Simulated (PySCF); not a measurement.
Order these species by their calculated properties.

All species are isolated and taken at one optimised geometry, non-relativistic unless stated; the electronic structure was computed with PySCF and density fitting.

Dipoles, sizes and rotational constants follow the conformer. The torsions of the flexible species, by atom-mapped SMILES:
- `[CH2:1]=[CH:2]/[CH:3]=[CH:4]\[O:5][GeH3:6]`: C1–C2–C3–C4 180°, C3–C4–O5–Ge6 9°
- `[CH3:1][O:2][C:3]([F:4])([F:5])[F:6]`: C1–O2–C3–F4 60°
- `[F:1][C:2]([F:3])([F:4])[C@H:5]1[O:6][CH2:7][C:8]12[CH2:9][O:10][CH2:11]2`: F1–C2–C5–O6 63°

The conformers of `O=C1CCP(=S)(c2ccccc2)CC1` aren't listed.

**Question.** Rank by smallest rotational constant, highest first (PBE0-D3(BJ)/def2-SVP).
A. `C(#C)C#C/C=N\[H]` (C5H3N)
B. `C=N` (CH3N)
C. `C=C/C=C\[O][GeH3]` (C4H8GeO)
D. `N=[PH3]` (H4NP)
E. `FC(F)(F)[C@H]1OCC12COC2` (C6H7F3O2)
F. `[SiH]Cl` (ClHSi) [singlet]
G. `C#C/C=C/C#N` (C5H3N)
H. `O(C(F)(F)F)C` (C2H3F3O)

**Answer.** B (29.653 GHz), D (15.203 GHz), F (7.018 GHz), H (3.065 GHz), G (1.419 GHz), A (1.316 GHz), C (0.957 GHz), E (0.760 GHz).

**Question.** Rank by lowest triplet excitation (Tamm–Dancoff), lowest first (TDA CAM-B3LYP/def2-SVPD at PBE0-D3(BJ)/def2-SVP geometries).
A. `O=C1CCP(=S)(C2=CC=CC=C2)CC1` (C11H13OPS)
B. `C#C/C=C/C#N` (C5H3N)
C. `C=N` (CH3N)
D. `N=[PH3]` (H4NP)
E. `[H][Si]([H])(Br)Br` (Br2H2Si)
F. `C#CC1=C(C#N)C=C(F)[Se]1` (C7H2FNSe)
G. `C=C/C=C\[O][GeH3]` (C4H8GeO)
H. `COC(F)(F)F` (C2H3F3O)

**Answer.** F (2.68 eV), B (2.89 eV), G (3.01 eV), A (3.77 eV), C (4.26 eV), D (4.95 eV), E (6.11 eV), H (8.85 eV).

**Question.** Rank by lowest singlet excitation, highest first (TDDFT CAM-B3LYP/def2-SVPD at PBE0-D3(BJ)/def2-SVP geometries).
A. `FP(F)(F)(F)F` (PF5)
B. `C#Cc1[se]c(F)cc1C#N` (C7H2FNSe)
C. `COC(F)(F)F` (C2H3F3O)
D. `C=N` (CH3N)
E. `C#C/C=C/C#N` (C5H3N)
F. `[H][Si]([H])(Br)Br` (Br2H2Si)
G. `C=C/C=C\[O][GeH3]` (C4H8GeO)

**Answer.** A (10.13 eV), C (9.03 eV), F (6.54 eV), G (5.27 eV), D (5.14 eV), E (4.90 eV), B (4.30 eV).

**Question.** Rank by dipole moment, highest first (CAM-B3LYP/def2-SVPD at PBE0-D3(BJ)/def2-SVP geometries).
A. `COC(F)(F)F` (C2H3F3O)
B. `C=C/C=C\[O][GeH3]` (C4H8GeO)
C. `C#C/C=C/C#N` (C5H3N)
D. `N=[PH3]` (H4NP)
E. `C=N` (CH3N)
F. `FP(F)(F)(F)F` (PF5)
G. `C#Cc1[se]c(F)cc1C#N` (C7H2FNSe)

**Answer.** C (4.23 D), G (3.61 D), D (3.03 D), A (2.49 D), E (2.08 D), B (1.31 D), F (0.00 D).

**Question.** Rank by electronic spatial extent ⟨r²⟩ about the centre of nuclear charge, highest first (CAM-B3LYP/def2-SVPD at PBE0-D3(BJ)/def2-SVP geometries).
A. `C=C/C=C\[O][GeH3]`
B. `FP(F)(F)(F)F`
C. `C#Cc1[se]c(F)cc1C#N`
D. `COC(F)(F)F`

**Answer.** C (1851 bohr²), A (1148 bohr²), B (487 bohr²), D (471 bohr²).

**Question.** Rank by static isotropic polarisability, highest first (CAM-B3LYP/def2-SVPD at PBE0-D3(BJ)/def2-SVP geometries).
A. `FP(F)(F)(F)F` (PF5)
B. `[H][Si]([H])(Br)Br` (Br2H2Si)
C. `C#Cc1[se]c(F)cc1C#N` (C7H2FNSe)
D. `C=N` (CH3N)

**Answer.** C (113.3 au), B (69.3 au), A (26.5 au), D (21.9 au).
